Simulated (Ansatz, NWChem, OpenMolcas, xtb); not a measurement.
**Loss of CH4: C4H5N → C3HN + CH4**

Species: C4H5N (3-butenenitrile) `C=CCC#N`, singlet; C3HN `C#CC#N`, singlet; CH4 (methane) `C`, singlet. 

Shapes, held fixed at every level: PBE0-D4/def2-TZVP. Flexible molecules stand in one conformer, not always the lowest. Programs: Ansatz 0.2.0, NWChem 7.3.0, OpenMolcas 26.06, xtb 6.7.1. A level may come from different programs for different species; with the same settings they agree closely. Electronic energies: no zero-point or thermal term.

| level | kind | ΔE (kJ/mol) |
| --- | --- | --- |
| GFN2-xTB | semi-empirical | +141.6 |
| HF/STO-3G | Hartree–Fock | +177.6 |
| HF/3-21G | Hartree–Fock | +127.5 |
| HF/def2-SVP | Hartree–Fock | +156.3 |
| B3LYP/6-31G* (Cartesian functions) | global hybrid | +137.8 |
| PBE0/def2-SVP | global hybrid | +171.4 |

PBE0/def2-SVP gives ΔE = +171.4 kJ/mol; the levels span +127.5 to +177.6. The median of the levels is +149.0. No measured value is set beside it here. Rows in sets without polarisation functions are far from converged.
